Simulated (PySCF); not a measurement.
acetic acid (C2H4O2), SMILES C(O)(=O)C. Coordinates come from a PBE0-D3(BJ)/def2-SVP optimisation. The values are those of a single conformer.

Question: Give the equilibrium geometry at PBE0-D3(BJ)/def2-SVP (PySCF confirms it by a frequency run) as a Z-matrix, and its point group. (The exact figures need the calculation; the answer reports its results.)

Answer: One answer among several that fit: point group Cs.
```
C
O 1 1.2018
O 1 1.3428 2 122.42
H 3 0.9696 1 106.20 2 0.00
C 1 1.4990 2 125.87 3 180.00
H 5 1.0951 1 109.65 2 0.00
H 5 1.0998 6 110.21 1 -121.01
H 5 1.0998 6 110.21 7 -117.99
```
